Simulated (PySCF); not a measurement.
# C₆H₄O₂: calculation and literature

Atoms are numbered as in `[O:1]=[C:2]1[CH:3]=[CH:4][C:5](=[O:6])[CH:7]=[CH:8]1`; H(Xn) means a hydrogen on atom n.

What is known from experiment: δ ¹⁷O O1/O6 671.2 ppm (measured; solution, toluene; L. Olsson, D. Cremer, J. Phys. Chem. 100 (1996) 16881).
δ ¹⁷O O1/O6 671.2 ppm (measured; toluene; Olsson, Cremer, J. Phys. Chem. 1996, 100, 16881).

- PBE0/pcSseg-1 with gauge-including orbitals
- coordinates at the GFN2-xTB level
- code: PySCF
- gas phase, a single conformation, one averaged value for each set of equivalent atoms, relativity neglected

(1) How close does the calculation come?

(2) How far are the unscaled ¹⁷O shifts from the references?

Answers

(1) 
Reference values: measured (solution, toluene; L. Olsson, D. Cremer, J. Phys. Chem. 100 (1996) 16881).
```csv
atoms,quantity,reference,computed
O1/O6,δ ¹⁷O vs gaseous H2O,671.2,774.5
```

Reference values: measured (toluene; Olsson, Cremer, J. Phys. Chem. 1996, 100, 16881).
```tsv
atoms	quantity	reference	computed
O1/O6	δ ¹⁷O vs H2O (gas)	671.2	774.5
```

Computed shifts are σ(ref) − σ with the named reference compound (TMS for H and C) calculated as an isolated molecule at the same level. The measured values may be among those fitted. Shieldings were converted by a linear fit to measured shifts: ¹⁷O (scatter 10.7 ppm rms, 12.2 ppm with the 3 outliers that the fit left out vs liquid water, solution or neat liquid). Occasional misses reach two or three times the rms, and more in compound classes unlike the fitted ones.

(2) Mean signed difference +103.30 ppm, mean absolute 103.30 ppm over 2 comparisons; the largest is +103.3 ppm at O1/O6 (ketone oxygen).
